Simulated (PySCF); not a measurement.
Gas-phase reaction: 3 H3SiCCH + 6 CH3 → 3 (CH3)2Si + 2 C3H6 (cyclic)

Computed with PySCF and rigid-rotor harmonic-oscillator thermochemistry at 1 bar. † marks an energy on the PBE0/def2-TZVP geometry and frequencies; other levels use their own. MP2 and CCSD(T) freeze the core. 6-31G* has spherical d functions here. Open shells (unrestricted): CH3 (multiplicity 2); the rest are closed-shell singlets. No R ln 2 is added for the mirror-image form of (CH3)2Si. (CH3)2Si: computed as isolated molecules; such fragments, hydroxides, amides, oligomers or adducts are transient or little studied in the gas. MP2 isn't extrapolated to the basis-set limit; its ΔH°(298 K) is -1038.3 kJ in def2-SVP and -1038.3 kJ in def2-TZVPP. CCSD(T) isn't extrapolated to the basis-set limit; its ΔH°(298 K) is -1019.8 kJ in def2-SVP and -1011.2 kJ in def2-TZVPP. The harmonic model lacks anharmonicity and excited electronic states, which grow with temperature; levels with a mode under 35 cm⁻¹ are left out. Internal rotation in (CH3)2Si is treated as a harmonic vibration of one conformer, which makes the entropy rough.

ΔH° and ΔS° at 298 K: BLYP/def2-TZVP† -903 kJ, -608 J/K; CCSD(T)/def2-SVP† -1020 kJ, -608 J/K; HF/6-31G* -622 kJ, -604 J/K; MP2/def2-TZVPP† -1038 kJ, -608 J/K; PBE/def2-SVP -1188 kJ, -611 J/K.

Task: With the heat capacities included, give log10 K (1 bar) at 800, 1000, 1400, 1800, 2000 K from BLYP/def2-TZVP†, CCSD(T)/def2-SVP†, HF/6-31G*, MP2/def2-TZVPP†, PBE/def2-SVP.

Result: 
```csv
T (K),BLYP/def2-TZVP†,CCSD(T)/def2-SVP†,HF/6-31G*,MP2/def2-TZVPP†,PBE/def2-SVP
800,26.1,33.7,7.6,34.9,44.6
1000,14.1,20.2,-0.9,21.2,28.9
1400,0.4,4.8,-10.5,5.5,11.1
1800,-7.0,-3.6,-15.8,-3.1,1.3
2000,-9.6,-6.5,-17.6,-6.0,-2.1
```
